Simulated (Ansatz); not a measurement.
A made-up structure of Si2H2S, closed shell:

| atom | x (Å) | y (Å) | z (Å) |
| --- | --- | --- | --- |
| Si1 | 0.6069 | -0.2796 | 1.0334 |
| Si2 | 0.6955 | -1.3865 | -1.1187 |
| S3 | -0.7998 | 0.0882 | -0.6483 |
| H4 | -1.8969 | 0.7786 | -0.2367 |
| H5 | 1.5405 | 0.7850 | 0.9270 |

It is relaxed with PBE-D4/def2-SVP and then PBE0-D4/def2-TZVP (Ansatz 0.2.0). Atoms count as bonded within 1.22 times the sum of their covalent radii (H–H: 0.88 Å). The end point is not checked to be a true minimum.

Problem. Does its bonding change? (A judgement: the text doesn't fix the answer.)

Solution. The calculation gives: No: no bond forms or breaks.

Where it ends: The first stage lowers the energy by 1.40 eV in 14 steps. It ends as Si₂H₂S ([Si]1[SiH][SH]1):
```tsv
atom	x (Å)	y (Å)	z (Å)
Si1	0.8715	-0.2242	0.5477
Si2	0.2831	-1.6418	-0.9609
S3	-0.6736	0.5792	-0.8342
H4	-1.8294	0.4144	-0.1501
H5	1.4945	0.8582	1.3543
```

Labels in which every atom is bracketed show which atoms are joined, not bond orders.

For scale, one of the runs: PBE0-D4/def2-TZVP relaxation, 123 basis functions, launched by `ansatz run in.yaml --threads 2 --pin off --events-out ev --progress --plain --max-ram 4352MiB`. Hardware: 2 CPU threads of an Arm Neoverse V2, shared host. Wall time about 18 s.
